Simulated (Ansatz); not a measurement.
## Cost against result

Saddle point of AlH$_{5}$SO, closed shell (AlH₃O ([OH][AlH2]) + H₂S → AlH₃S ([AlH2][SH]) + H₂O (still joined by a long Al–O bond); bonds formed: O2–H5; dative contacts that become bonds: Al1–S6; bonds broken: H5–S6; bonds weakened to dative contacts: Al1–O2), PBE0-D4/def2-TZVP structure:

Al1  (-0.584, -0.559, 0.465)
O2  (-0.702, 0.680, -0.861)
H3  (-0.567, -2.054, -0.052)
H4  (-1.279, -0.078, 1.807)
H5  (0.614, 0.871, -0.477)
S6  (1.706, 0.293, 0.431)
H7  (-1.303, 1.426, -0.809)
H8  (2.116, -0.580, -0.504)
(Å)

Barriers are electronic and count from the start structure reached by relaxing down the imaginary mode.

Program: Ansatz 0.2.0. Basis: as named in each row. Cores are frozen in the correlated methods. B3LYP uses VWN-RPA correlation. Extrapolation: Hartree–Fock as exp(−7.88 √X), correlation as X^−2.97.

Times are rough, for one single point on 2 threads of a shared host (Arm Neoverse V2).

The estimate by CCSD(T) at an estimated basis limit (MP2 extrapolated from triple and quadruple zeta, plus CCSD(T) − MP2 in triple zeta) is 0.386 eV.

```
      method       basis  time (s)  barrier (eV)  method less estimate
          HF      STO-3G   under 1         0.373                -0.014
      PBE-D4      STO-3G   under 1        -0.785                -1.171
       SPW92    def2-SVP   under 1        -0.232                -0.618
      PBE-D4    def2-SVP   under 1        -0.012                -0.398
    B3LYP-D4       6-31G   under 1         0.051                -0.336
     PBE0-D4    def2-SVP   under 1         0.099                -0.287
       SPW92  def2-TZVPP   under 1        -0.050                -0.436
     CCSD(T)    def2-SVP         1         0.343                -0.044
      PBE-D4  def2-TZVPP         2         0.149                -0.237
     BLYP-D4  def2-TZVPP         2         0.284                -0.102
    BHLYP-D4  def2-TZVPP         2         0.473                 0.086
     PBE0-D4  def2-TZVPP         2         0.246                -0.140
    B3LYP-D4  def2-TZVPP         2         0.350                -0.037
CAM-B3LYP-D4  def2-TZVPP         2         0.374                -0.012
   r2SCAN-D4  def2-TZVPP         3         0.219                -0.168
  RPA on PBE  def2-TZVPP         3         0.416                 0.030
      B2PLYP  def2-TZVPP         4         0.371                -0.015
    PBE-QIDH  def2-TZVPP         4         0.321                -0.066
  r2SCAN0-D4  def2-TZVPP         4         0.291                -0.095
     wB97M-V    def2-SVP         4         0.202                -0.184
      B97M-V  def2-TZVPP         6         0.351                -0.035
     wB97X-V  def2-TZVPP         6         0.381                -0.005
     wB97M-V  def2-TZVPP         7         0.371                -0.015
         MP2  def2-QZVPP        11         0.331                -0.056
     CCSD(T)  def2-TZVPP        25         0.403                 0.016
```

All methods are single points on the PBE0-D4 structures; a negative value means that the method puts the saddle structure below the start.

T1 diagnostic: at most 0.012.

Labels in which every atom is bracketed show which atoms are joined, not bond orders.
